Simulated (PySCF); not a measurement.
hydrogen isocyanide (CHN), SMILES [C-]#[NH+]. Atoms are numbered in the order given.

```xyz
3

C      0.0000     0.0000     0.7365
N      0.0000     0.0000    -0.4277
H      0.0000     0.0000    -1.4255
```

Coordinates come from a B3LYP-D3(BJ)/def2-TZVPD optimisation.

Two levels are set side by side: PBE/pcSseg-2 (PySCF) and B3LYP/pcSseg-2 (PySCF). GIAO shifts against NH3 (¹⁵N), TMS (¹H), TMS (¹³C) at the same level; non-relativistic, no solvent, atoms listed together averaged. Differences are taken from unrounded values.

```json
[
 {"quantity": "δ(¹³C) of C1 (ppm)", "B3LYP": "180.8", "PBE": "176.2", "PBE minus B3LYP": "-4.6"},
 {"quantity": "δ(¹⁵N) of N2 (ppm)", "B3LYP": "170.7", "PBE": "171.0", "PBE minus B3LYP": "0.4"},
 {"quantity": "δ(¹H) of H3 (ppm)", "B3LYP": "3.77", "PBE": "3.73", "PBE minus B3LYP": "-0.04"}
]
```

Rough cost on one machine, each run with all the roots and properties that it gave: B3LYP against PBE within a factor of 2.
